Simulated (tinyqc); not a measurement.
Worked calculation: MP2 on RHF in the sto-6g basis, frozen core, for CH3+, spin multiplicity 1. One step of it, computed by the program tinyqc.

Problem. Iteration 7 (converged): orbitals. Diagonalise F' = X^T F X, C = X C', fill 4 alpha and 4 beta electrons from the bottom; D = 2 C_occ C_occ^T. Each column has its largest component positive (the first on a tie).

converged F (hartree), order 1C 1s, 1C 2s, 1C 2px, 1C 2py, 1C 2pz, 2H 1s, 3H 1s, 4H 1s:
```
[[-11.738264, -2.993022, 0.000002, 0.000000, -0.000243, -0.748634, -0.749176, -0.749176],
 [-2.993022, -1.879598, 0.000018, 0.000000, 0.008084, -0.881330, -0.881715, -0.881715],
 [0.000002, 0.000018, -0.776964, 0.000000, -0.000002, -0.617022, 0.308398, 0.308398],
 [0.000000, 0.000000, 0.000000, -0.777208, 0.000000, 0.000000, -0.534562, 0.534562],
 [-0.000243, 0.008084, -0.000002, 0.000000, -0.238645, 0.010437, 0.010444, 0.010444],
 [-0.748634, -0.881330, -0.617022, 0.000000, 0.010437, -0.793224, -0.254049, -0.254049],
 [-0.749176, -0.881715, 0.308398, -0.534562, 0.010444, -0.254049, -0.793539, -0.253990],
 [-0.749176, -0.881715, 0.308398, 0.534562, 0.010444, -0.254049, -0.253990, -0.793539]]
```

X, order 1C 1s, 1C 2s, 1C 2px, 1C 2py, 1C 2pz, 2H 1s, 3H 1s, 4H 1s:
```
[[1.026626, -0.158704, -0.000002, 0.000000, 0.000598, 0.022384, 0.022385, 0.022385],
 [-0.158704, 1.400146, -0.000038, 0.000000, -0.006995, -0.325207, -0.325420, -0.325420],
 [-0.000002, -0.000038, 1.181871, 0.000000, 0.000001, -0.335062, 0.167513, 0.167513],
 [0.000000, 0.000000, 0.000000, 1.182139, 0.000000, 0.000000, -0.290410, 0.290410],
 [0.000598, -0.006995, 0.000001, 0.000000, 1.000130, 0.006054, 0.006059, 0.006059],
 [0.022384, -0.325207, -0.335062, 0.000000, 0.006054, 1.248288, -0.030610, -0.030610],
 [0.022385, -0.325420, 0.167513, -0.290410, 0.006059, -0.030610, 1.248530, -0.030663],
 [0.022385, -0.325420, 0.167513, 0.290410, 0.006059, -0.030610, -0.030663, 1.248530]]
```

Give: F' = X^T F X; orbital energies; coefficients C; D after iteration 7.

Solution.

F' = X^T F X (hartree):
```
[[-11.530, -1.480, 0.000, 0.000, 0.000, -0.120, -0.120, -0.120],
 [-1.480, -0.886, 0.000, 0.000, -0.002, -0.435, -0.436, -0.436],
 [0.000, 0.000, -0.443, 0.000, 0.000, -0.498, 0.249, 0.249],
 [0.000, 0.000, 0.000, -0.443, 0.000, 0.000, -0.431, 0.431],
 [0.000, -0.002, 0.000, 0.000, -0.238, 0.007, 0.007, 0.007],
 [-0.120, -0.435, -0.498, 0.000, 0.007, -0.278, -0.058, -0.058],
 [-0.120, -0.436, 0.249, -0.431, 0.007, -0.058, -0.278, -0.058],
 [-0.120, -0.436, 0.249, 0.431, 0.007, -0.058, -0.058, -0.278]]
```

orbital energies (hartree): [-11.740, -1.270, -0.951, -0.951, -0.239, 0.200, 0.288, 0.289]

coefficients C, order 1C 1s, 1C 2s, 1C 2px, 1C 2py, 1C 2pz, 2H 1s, 3H 1s, 4H 1s:
```
[[0.996, -0.224, 0.000, 0.000, -0.006, -0.197, 0.000, 0.000],
 [0.019, 0.736, 0.000, 0.000, 0.030, 1.327, -0.001, 0.000],
 [0.000, 0.000, 0.000, 0.645, 0.000, 0.001, 1.072, 0.000],
 [0.000, 0.000, 0.645, 0.000, 0.000, 0.000, 0.000, 1.072],
 [0.000, -0.005, 0.000, 0.000, 1.000, -0.037, 0.000, 0.000],
 [-0.004, 0.180, 0.000, 0.411, -0.011, -0.738, -1.016, 0.000],
 [-0.004, 0.181, 0.356, -0.206, -0.011, -0.737, 0.509, -0.881],
 [-0.004, 0.181, -0.356, -0.206, -0.011, -0.737, 0.509, 0.881]]
```

D after iteration 7, order 1C 1s, 1C 2s, 1C 2px, 1C 2py, 1C 2pz, 2H 1s, 3H 1s, 4H 1s:
```
[[2.084, -0.291, 0.000, 0.000, 0.002, -0.088, -0.088, -0.088],
 [-0.291, 1.085, 0.000, 0.000, -0.008, 0.266, 0.266, 0.266],
 [0.000, 0.000, 0.833, 0.000, 0.000, 0.531, -0.265, -0.265],
 [0.000, 0.000, 0.000, 0.832, 0.000, 0.000, 0.459, -0.459],
 [0.002, -0.008, 0.000, 0.000, 0.000, -0.002, -0.002, -0.002],
 [-0.088, 0.266, 0.531, 0.000, -0.002, 0.403, -0.104, -0.104],
 [-0.088, 0.266, -0.265, 0.459, -0.002, -0.104, 0.403, -0.104],
 [-0.088, 0.266, -0.265, -0.459, -0.002, -0.104, -0.104, 0.403]]
```
